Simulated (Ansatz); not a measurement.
**AlSi (doublet): wave-function methods side by side, def2-QZVPP**

One table from this session's results is given with a row withheld; the runs are named, their logs left out.

Method: def2-QZVPP, core rule «outside noble gas», up to 10 orbitals frozen; program: Ansatz 0.2.0, Gaussian basis.

The runs, in order: UHF; ROHF; CCSD(T) on UHF.

2 further runs of the same task are left out: 2 set aside as unsound or not needed.

## The geometry

The geometry is a PBE0/def2-TZVP stationary point (not a proven minimum).

2 atoms, charge 0, spin multiplicity 2.

Atoms are counted from 1 here; the program's logs count them from 0.

Bond lengths: Si1–Al2 2.398 Å.

The first run:

in.yaml reads:

```yaml
crystal:
  periodic: [false, false, false]
  atoms:
    - {symbol: Si, position_ang: [0.000000, 0.000000, 0.000000]}
    - {symbol: Al, position_ang: [0.000000, 0.000000, 2.397686]}
basis:
  gaussian: {orbitals: "def2-QZVPP.json"}
magnetization: {spin_polarized: true, initial_magnetization: 1}
hamiltonian: {xc: hf}
output: {orbitals: {seedname: orbitals}}
```

Launch:

```
$ ansatz run in.yaml --threads 1 --pin off --events-out ev --progress --plain --max-ram 2393MiB
```

Steps of the session up to this table: UHF; ROHF; CCSD(T) on UHF.

One table of the session follows, with a row left open; its other results are not shown here.

It belongs to the step «Misses and costs». 

```
  method  from UCCSD(T) (kJ/mol)
    ROHF                  +520.5
     UHF                  +410.5
    UMP2                  +103.6
   UCCSD                       ?
UCCSD(T)                       0
```

Estimate the missing values for UCCSD.

As computed: from UCCSD(T) (kJ/mol): +25.9. In the column «from UCCSD(T) (kJ/mol)» it lies between UCCSD(T) (0) and UMP2 (+103.6).

The program flags UCCSD(T) as in doubt (see the logs), so the zero of the table is itself unsure.

Limits of these values: The determinant is far from a pure spin state, so its energy mixes those of several spin states (harmless only where they are near-degenerate, as at dissociation). The program flags UCCSD(T) as in doubt, so the zero of the table is itself unsure. Warnings: spin contamination; coupled cluster took another determinant than the lowest.
